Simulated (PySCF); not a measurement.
## Isomers of C3H4: computed energies against enthalpies of formation

**What was measured.**

From Active Thermochemical Tables 1.112, for the gas at 0 K: enthalpy of formation of `C#CC` 192.89 ± 0.37 kJ/mol; enthalpy of formation of `C=C=C` 197.65 ± 0.36 kJ/mol.

The results are set against them at the end.

Differences of these values give the isomerisation enthalpies. Geometries: PBE0-D3(BJ)/def2-SVP; runs in PySCF, gas phase, with a dispersion term only where the level names one. Total electronic energies (Eh):

```json
{"SMILES": "C#CC", "PBE0-D3(BJ)/def2-SVP": "-116.42185"}
{"SMILES": "C=C=C", "PBE0-D3(BJ)/def2-SVP": "-116.42490"}
```

Zero-point and thermal terms are left out, so the computed numbers are electronic energies.

## Comparison

Relative to `C#CC`, the lowest by measurement, in kJ/mol (measured: enthalpies at 0 K; computed: electronic energies):

| SMILES | measured | PBE0-D3(BJ)/def2-SVP |
| --- | --- | --- |
| C#CC | 0.0 | 0.0 |
| C=C=C | 4.8 | -8.0 |

Measured values: 192.89 kJ/mol (0 K; Active Thermochemical Tables 1.112) for the first row; the others come from the same table. Unsigned miss: PBE0-D3(BJ)/def2-SVP 12.8 kJ/mol. PBE0-D3(BJ)/def2-SVP puts another isomer lowest. Where a level misses, the cause wasn't examined.
